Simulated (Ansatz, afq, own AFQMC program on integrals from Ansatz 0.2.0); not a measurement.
# Where AFQMC and coupled cluster stand for BGe, quartet

```csv
atom,x (Å),y (Å),z (Å)
Ge,0.0000,0.0000,0.0000
B,0.0000,0.0000,1.7550
```

Basis cc-pVDZ. Noble-gas cores (and the filled d shells of Ga–Kr and In–Xe) are frozen. Ansatz 0.2.0 and our own AFQMC program on the same integrals; the CISD trial comes from CCSD amplitudes, and released means the phaseless constraint is let go. ± is one standard error of the sampling. No spin–orbit coupling.

Determinant: UHF, the one that the program's search chose, which needn't be the lowest solution. The geometry is a point of a scan.

Full CI on the same integrals is exact in this basis and with this determinant's frozen core.

Cautions: no relativity below Rb; no spin-orbit coupling; inner d shell frozen; lower spins were not checked; raised T1 diagnostic (T1 0.042, weight of the determinant 0.88, largest double 0.07).

- T1 diagnostic: 0.0425
- weight of the determinant in the CISD state: 0.875
- ⟨S²⟩ of the determinant: 3.755
- size of the correlated space: 7 electrons in 26 orbitals

Reference: full CI, correlation energy -3.632 eV. The released energy is read at 2.40 1/Eh (meV from the phaseless value at times in 1/Eh: -5 ± 3 at 0.24, -8 ± 3 at 0.51, -13.0 ± 2.0 at 0.99, -16.7 ± 1.8 at 1.62, -17.2 ± 1.7 at 2.40).

```
         level  E − E(reference) (kcal/mol)  share of correlation (%)
            HF                        83.76                      0.00
           MP2                        22.24                     73.45
          CCSD                         4.75                     94.33
       CCSD(T)                         1.25                     98.50
         CCSDT                         0.25                     99.70
      CCSDT(Q)                         0.02                     99.98
        CCSDTQ                         0.01                     99.99
 ph-AFQMC/CISD                  0.60 ± 0.06                     99.28
released AFQMC                  0.21 ± 0.04                     99.75
```

CCSDT and higher add their correlation energy to the determinant of the CCSD(T) run, since their own runs factorise the integrals more tightly (a shift of under 2 meV). A walk keeps the symmetry of its determinant, which the program's search chose and which needn't be the lowest solution, so a lower state of the same spin and another symmetry isn't excluded. Released energies are given only where the last usable release times agree within the noise; a slower fall can still hide under it.
